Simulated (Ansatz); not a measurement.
A calculation on 1T (CdI2-type) PtS₂ returned lattice constant a 3.577 Å, lattice parameter c 6.474 Å.

For reference: lattice constant a 3.542 Å (measured, temperature not stated, no zero-point or thermal correction; as tabulated in Björkman (2014), arXiv:1406.2436); lattice parameter c 5.036 Å (measured, temperature not stated, zero-point anharmonic expansion removed (computed with revB86b-DF2); no thermal correction; as tabulated in Björkman (2014), arXiv:1406.2436).

Question: Which level of theory produced these numbers?
A) PBE-D3(BJ) (Ansatz (a program for electronic structure))
B) PBE (Ansatz)
C) r²SCANh (Ansatz)
D) LDA (Ansatz)

Answer: B, PBE (Ansatz)

The others give: LDA 3.562 Å, 4.534 Å; PBE-D3(BJ) 3.584 Å, 4.657 Å; r²SCANh 3.533 Å, 5.675 Å.

Unless a cell is named, each level is at its own relaxed cell (LDA 16.60, PBE 23.91, PBE-D3(BJ) 17.26, r²SCANh 20.45 Å³/atom).

Caveats: LDA has no dispersion term either, though it tends to give short spacings of layers, chains or molecules (LDA); for a layered or molecular solid the relaxed cell lies over 5 % above the published volume, where the minimum can be shallow (PBE); the cell comes from a level without a dispersion term, which matters for the spacing of layers, chains or molecules (r²SCANh, PBE). Ansatz's density-functional and Hartree–Fock values are scalar-relativistic unless marked +SOC, with PAW data made under PBE.
